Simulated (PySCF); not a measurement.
PySCF input for CH3F, SMILES CF (connectivity only; charge and spin as stated), charge +1, multiplicity 2, TDA-PBE/def2-TZVPD. Coordinates come from a B3LYP-D3(BJ)/def2-TZVP optimisation. The multiplicity is an assumed one; other spin states were not compared.

```python
import numpy as np
from pyscf import gto, scf, dft, tdscf

mol = gto.M(
    atom='''
    C     0.08282064    0.56631507   -0.00000000
    F    -0.01876715   -0.71674133    0.00000000
    H     1.08862672    0.97937042   -0.00000000
    H    -0.70832311    1.03670558   -0.72466900
    H    -0.70832311    1.03670558    0.72466900
    ''',
    basis='def2-TZVPD',
    charge=1,
    spin=1,
    max_memory=1600,
    verbose=4,
)
mf = dft.UKS(mol, xc='pbe').density_fit(auxbasis='def2-universal-jkfit')
mf.grids.level = 3
mf.conv_tol = 1e-9
mf.max_cycle = 100
mf.kernel()
fine, coarse = mf.grids, dft.Grids(mol).set(level=1).build(with_non0tab=True)
for _ in range(3):  # follow internal instabilities
    mf.grids = coarse
    mo, _, stable, _ = mf.stability(return_status=True, nroots=4)
    mf.grids = fine
    if stable:
        break
    mf.kernel(mf.make_rdm1(mo, mf.mo_occ))
mf.grids = dft.Grids(mol).set(level=1).build(with_non0tab=True)  # coarser grid for the response kernel
td = tdscf.TDA(mf)
td.nstates = 10
td.conv_tol = 1e-4
td.positive_eig_threshold = 1e-6
td.kernel(x0=td.get_init_guess(mf, 15))
td.analyze()
```

Output:

```
PySCF version 2.14.0

[INPUT] verbose = 4
[INPUT] num. atoms = 5
[INPUT] num. electrons = 17
[INPUT] charge = 1
[INPUT] spin (= nelec alpha-beta = 2S) = 1
[INPUT] symmetry False subgroup None
[INPUT] Mole.unit = angstrom
[INPUT] Symbol           X                Y                Z      unit          X                Y                Z       unit  Magmom
[INPUT]  1 C      0.082820640000   0.566315070000   0.000000000000 AA    0.156508327061   1.070180382514   0.000000000000 Bohr   0.0
[INPUT]  2 F     -0.018767150000  -0.716741330000   0.000000000000 AA   -0.035464773639  -1.354444815857   0.000000000000 Bohr   0.0
[INPUT]  3 H      1.088626720000   0.979370420000   0.000000000000 AA    2.057206352684   1.850741868300   0.000000000000 Bohr   0.0
[INPUT]  4 H     -0.708323110000   1.036705580000  -0.724669000000 AA   -1.338536685600   1.959089618008  -1.369425940962 Bohr   0.0
[INPUT]  5 H     -0.708323110000   1.036705580000   0.724669000000 AA   -1.338536685600   1.959089618008   1.369425940962 Bohr   0.0

nuclear repulsion = 38.5235108509219
number of shells = 42
number of NR pGTOs = 140
number of NR cGTOs = 104
basis = def2-TZVPD
ecp = {}


******** <class 'pyscf.df.df_jk.DFUKS'> ********
method = DFUKS
initial guess = minao
damping factor = 0
level_shift factor = 0
DIIS = <class 'pyscf.scf.diis.CDIIS'>
diis_start_cycle = 1
diis_space = 8
diis_damp = 0
SCF conv_tol = 1e-09
SCF conv_tol_grad = None
SCF max_cycles = 100
direct_scf = False
number electrons alpha = 9  beta = 8
XC library pyscf.dft.libxc version 7.1.2
    S. Lehtola, C. Steigemann, M. J. T. Oliveira, and M. A. L. Marques,  SoftwareX 7, 1–5 (2018)
XC functionals = pbe
    J. P. Perdew, K. Burke, and M. Ernzerhof,  Phys. Rev. Lett. 77, 3865 (1996)
    J. P. Perdew, K. Burke, and M. Ernzerhof,  Phys. Rev. Lett. 78, 1396 (1997)
    J. P. Perdew, K. Burke, and M. Ernzerhof,  Phys. Rev. Lett. 77, 3865 (1996)
    J. P. Perdew, K. Burke, and M. Ernzerhof,  Phys. Rev. Lett. 78, 1396 (1997)
radial grids:
    Treutler-Ahlrichs [JCP 102, 346 (1995); DOI:10.1063/1.469408] (M4) radial grids

becke partition: Becke, JCP 88, 2547 (1988); DOI:10.1063/1.454033
pruning grids: <function nwchem_prune>
grids dens level: 3
symmetrized grids: False
atomic radii adjust function: <function treutler_atomic_radii_adjust>
small_rho_cutoff = 0
Set gradient conv threshold to 3.16228e-05
tot grids = 57808
init E= -139.695671624345
  alpha nocc = 9  HOMO = -0.302797558764563  LUMO = -0.0203543092246043
  beta  nocc = 8  HOMO = -0.385452431286453  LUMO = -0.30279755876456

WARN: HOMO -0.302797558764563 >= LUMO -0.30279755876456

cycle= 1 E= -139.172986058372  delta_E= 0.523  |g|= 0.26  |ddm|= 1.08
  alpha nocc = 9  HOMO = -0.619580199676451  LUMO = -0.267065112504586
  beta  nocc = 8  HOMO = -0.611647842754341  LUMO = -0.578798957794699
  HOMO = -0.611647842754  LUMO = -0.578798957795  gap/eV = 0.89386
cycle= 2 E= -139.029201999188  delta_E= 0.144  |g|= 0.689  |ddm|= 0.477
  alpha nocc = 9  HOMO = -0.643713899917824  LUMO = -0.246054667292317
  beta  nocc = 8  HOMO = -0.660462680968426  LUMO = -0.59038424751245
  HOMO = -0.643713899918  LUMO = -0.590384247512  gap/eV = 1.45117
cycle= 3 E= -139.200364472341  delta_E= -0.171  |g|= 0.0933  |ddm|= 0.326
  alpha nocc = 9  HOMO = -0.62247148795436  LUMO = -0.234618278316652
  beta  nocc = 8  HOMO = -0.639026074631659  LUMO = -0.567553257358814
  HOMO = -0.622471487954  LUMO = -0.567553257359  gap/eV = 1.49440
cycle= 4 E= -139.203052817372  delta_E= -0.00269  |g|= 0.0215  |ddm|= 0.0687
  alpha nocc = 9  HOMO = -0.625362125387603  LUMO = -0.235755346843281
  beta  nocc = 8  HOMO = -0.642361193955598  LUMO = -0.569374953902486
  HOMO = -0.625362125388  LUMO = -0.569374953902  gap/eV = 1.52349
cycle= 5 E= -139.203237926236  delta_E= -0.000185  |g|= 0.00652  |ddm|= 0.0186
  alpha nocc = 9  HOMO = -0.624749988266665  LUMO = -0.235299051946596
  beta  nocc = 8  HOMO = -0.640871048243142  LUMO = -0.568378752480051
  HOMO = -0.624749988267  LUMO = -0.56837875248  gap/eV = 1.53394
cycle= 6 E= -139.203260811844  delta_E= -2.29e-05  |g|= 0.00101  |ddm|= 0.00693
  alpha nocc = 9  HOMO = -0.6248803176241  LUMO = -0.235355533207159
  beta  nocc = 8  HOMO = -0.64106805962307  LUMO = -0.56839973852977
  HOMO = -0.624880317624  LUMO = -0.56839973853  gap/eV = 1.53691
cycle= 7 E= -139.203261335636  delta_E= -5.24e-07  |g|= 0.000228  |ddm|= 0.00107
  alpha nocc = 9  HOMO = -0.624937273325855  LUMO = -0.235378955054145
  beta  nocc = 8  HOMO = -0.641089979201908  LUMO = -0.568430528656243
  HOMO = -0.624937273326  LUMO = -0.568430528656  gap/eV = 1.53763
cycle= 8 E= -139.203261362816  delta_E= -2.72e-08  |g|= 4.24e-05  |ddm|= 0.000262
  alpha nocc = 9  HOMO = -0.624926360699195  LUMO = -0.235370800797623
  beta  nocc = 8  HOMO = -0.641081430792216  LUMO = -0.568416099986948
  HOMO = -0.624926360699  LUMO = -0.568416099987  gap/eV = 1.53772
cycle= 9 E= -139.203261363884  delta_E= -1.07e-09  |g|= 1.25e-05  |ddm|= 6.34e-05
  alpha nocc = 9  HOMO = -0.62492700880221  LUMO = -0.235371500628592
  beta  nocc = 8  HOMO = -0.64108081904201  LUMO = -0.568416945942033
  HOMO = -0.624927008802  LUMO = -0.568416945942  gap/eV = 1.53772
cycle= 10 E= -139.203261363966  delta_E= -8.14e-11  |g|= 5.84e-06  |ddm|= 1.49e-05
  alpha nocc = 9  HOMO = -0.624927559362462  LUMO = -0.235371251391104
  beta  nocc = 8  HOMO = -0.641082812688744  LUMO = -0.568417617738991
  HOMO = -0.624927559362  LUMO = -0.568417617739  gap/eV = 1.53771
Extra cycle  E= -139.203261363869  delta_E= 9.63e-11  |g|= 1.79e-05  |ddm|= 1.16e-05
converged SCF energy = -139.203261363869  <S^2> = 0.7519698  2S+1 = 2.0019688
tot grids = 17896
uhf_internal: lowest eigs of H = [0.41742891 0.47134253 0.47976549 0.71926965]
<class 'pyscf.df.df_jk.DFUKS'> wavefunction is stable in the internal stability analysis
tot grids = 17896
Overwritten attributes  positive_eig_threshold  of <class 'pyscf.tdscf.uks.TDA'>


******** <class 'pyscf.tdscf.uks.TDA'> for <class 'pyscf.df.df_jk.DFUKS'> ********
nstates = 10
deg_eia_thresh = 1.000e-03
wfnsym = None
conv_tol = 0.0001
eigh lindep = 1e-12
eigh level_shift = 0
eigh max_cycle = 100


Excitation energies (eV)
[ 1.96183015  5.85954652  6.35918905  6.70333657 10.1513795  10.51951563
 10.6210205  10.79258843 10.86035121 11.05834669]

** Excitation energies and oscillator strengths **
Excited State   1:      1.96183 eV    631.98 nm  f=0.0009
       8b ->    9b     -0.99861
Excited State   2:      5.85955 eV    211.59 nm  f=0.0001
       6b ->    9b     -0.99840
Excited State   3:      6.35919 eV    194.97 nm  f=0.0873
       9a ->   11a     -0.10325
       7b ->    9b     -0.96330
Excited State   4:      6.70334 eV    184.96 nm  f=0.0052
       5b ->    9b      0.99307
Excited State   5:     10.15138 eV    122.14 nm  f=0.0262
       9a ->   10a     -0.98038
       4b ->    9b      0.10608
       8b ->   12b      0.10425
Excited State   6:     10.51952 eV    117.86 nm  f=0.0204
       8a ->   11a      0.14986
       9a ->   12a     -0.90338
       4b ->    9b     -0.38233
Excited State   7:     10.62102 eV    116.73 nm  f=0.0205
       8a ->   10a      0.31144
       9a ->   11a      0.59853
       8b ->   10b     -0.69972
       8b ->   11b     -0.11069
Excited State   8:     10.79259 eV    114.88 nm  f=0.0112
       8a ->   10a      0.71537
       8a ->   12a     -0.10200
       9a ->   11a     -0.60709
       8b ->   10b     -0.24112
       8b ->   11b      0.17370
Excited State   9:     10.86035 eV    114.16 nm  f=0.0030
       8a ->   11a      0.68566
       9a ->   10a     -0.12953
       9a ->   12a      0.36915
       4b ->    9b     -0.57639
       8b ->   12b     -0.15142
Excited State  10:     11.05835 eV    112.12 nm  f=0.0050
       8a ->   10a     -0.32726
       8a ->   12a     -0.67972
       8b ->   10b     -0.17535
       8b ->   11b      0.62646

** Transition electric dipole moments (AU) **
state          X           Y           Z        Dip. S.      Osc.
  1        -0.0000      0.0000      0.1339      0.0179      0.0009
  2         0.0000     -0.0000      0.0237      0.0006      0.0001
  3        -0.0801      0.7444      0.0000      0.5605      0.0873
  4         0.0000     -0.0000      0.1786      0.0319      0.0052
  5        -0.0000      0.0000      0.3248      0.1055      0.0262
  6        -0.0000      0.0000      0.2813      0.0791      0.0204
  7        -0.1849      0.2107     -0.0000      0.0786      0.0205
  8         0.1358     -0.1544      0.0000      0.0423      0.0112
  9         0.0000     -0.0000      0.1064      0.0113      0.0030
 10         0.1177     -0.0677     -0.0000      0.0184      0.0050

** Transition velocity dipole moments (imaginary part, AU) **
state          X           Y           Z        Dip. S.      Osc.
  1         0.0000     -0.0000     -0.0195      0.0004      0.0035
  2        -0.0000      0.0000      0.0047      0.0000      0.0001
  3         0.0039     -0.0441      0.0000      0.0020      0.0056
  4        -0.0000      0.0000      0.0134      0.0002      0.0005
  5        -0.0000      0.0000      0.1085      0.0118      0.0210
  6        -0.0000      0.0000      0.0973      0.0095      0.0163
  7        -0.0410      0.0407     -0.0000      0.0033      0.0057
  8         0.0242     -0.0332      0.0000      0.0017      0.0028
  9         0.0000     -0.0000     -0.0344      0.0012      0.0020
 10         0.0313     -0.0152      0.0000      0.0012      0.0020

** Transition magnetic dipole moments (imaginary part, AU) **
state          X           Y           Z
  1        -0.0404     -0.8416      0.0000
  2        -0.4742      0.1599     -0.0000
  3        -0.0000     -0.0000      0.0806
  4        -0.7437     -0.1473      0.0000
  5        -0.6173      0.0552      0.0000
  6         0.5430     -0.0904     -0.0000
  7        -0.0000      0.0000      0.0474
  8         0.0000     -0.0000     -0.0875
  9        -0.0334     -0.2214     -0.0000
 10        -0.0000      0.0000      0.2463
```

The run converged.
